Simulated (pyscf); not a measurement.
Optimised with ωB97X-D3(BJ)/def2-SVP in PySCF.

For `[SiH3][Ge][Si]([SiH3])([SiH3])[SiH3]` [singlet] + `[H][H]` → `[SiH3][SiH]([SiH3])[GeH]([SiH3])[SiH3]`, a multi-bond step (singlet surface; Si–Si, H–H broken, H–Si, Ge–Si, Ge–H formed), PBE/def2-TZVP gives ΔE‡ = 23.1 kcal/mol and ΔE = -32.6 kcal/mol (zero: the separated reactants). In which direction and how far do r²SCAN/def2-TZVP, M06-2X/def2-TZVP, ωB97M-D3(BJ)/def2-TZVP move these?

r²SCAN: ΔE‡ = 22.7 kcal/mol, ΔE = -37.6 kcal/mol; M06-2X: ΔE‡ = 27.8 kcal/mol, ΔE = -34.5 kcal/mol; ωB97M-D3(BJ): ΔE‡ = 26.6 kcal/mol, ΔE = -36.9 kcal/mol. PBE's barrier lies among them. Its reaction energy lies over all of them, by 1.9 to 5.0 kcal/mol. On the reactant side the descent ends in an adduct with a Ge–Si contact (not fully relaxed), 1.4 kcal/mol under the separated species and 29.8 kcal/mol under the saddle at ωB97X-D3(BJ)/def2-TZVP. What is counted as formed (Ge–Si) is already present as a longer contact in the reactant adduct; forming that adduct is a step of its own. At the saddle there is also a short H–Si contact that neither side keeps. One saddle was located; it need not be the lowest between these sides. Elements up to Kr have no core potential and no relativistic terms here.
